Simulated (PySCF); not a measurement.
Methylcyclopropane, C4H8.
Atom-mapped SMILES: `[CH3:1][CH:2]1[CH2:3][CH2:4]1` (hydrogens: H5, H6, H7 on C1; H8 on C2; H9, H10 on C3; H11, H12 on C4)

The closed-shell ground state was solved at several levels (PySCF, density fitting, gas phase, non-relativistic). Isolated species at its GFN2-xTB geometry, gas phase.

| level | basis functions | HOMO (eV) | LUMO (eV) | gap (eV) | dipole (D) |
| --- | --- | --- | --- | --- | --- |
| B3LYP/pcJ-1 | 188 | -7.69 | 1.46 | 9.15 | 0.14 |
| PBE0/pcSseg-1 | 108 | -7.93 | 1.76 | 9.69 | 0.15 |
| CAM-B3LYP/def2-SVPD | 144 | -9.34 | 1.62 | 10.96 | 0.13 |

(1) Estimate the row for PBE0/def2-SVPD, a basis of 144 functions; the other rows only guide the guess.

(2) Over all these levels, which gives the widest orbital gap and which the narrowest?

(3) How far do the dipole and the HOMO energy spread over the levels?

## Answers

(1) HOMO -7.94 eV, LUMO 1.02 eV, gap 8.96 eV, dipole 0.13 D.

(2) CAM-B3LYP/def2-SVPD (range-separated hybrid) has the widest, 10.96 eV, and PBE0/def2-SVPD (global hybrid, 25 % exact exchange) the narrowest, 8.96 eV. The two share the basis. From the narrowest to the widest the HOMO moves by -1.40 eV and the LUMO by +0.60 eV.

(3) The dipole runs from 0.13 to 0.15 D (mean 0.13 D) and the HOMO from -9.34 to -7.69 eV.
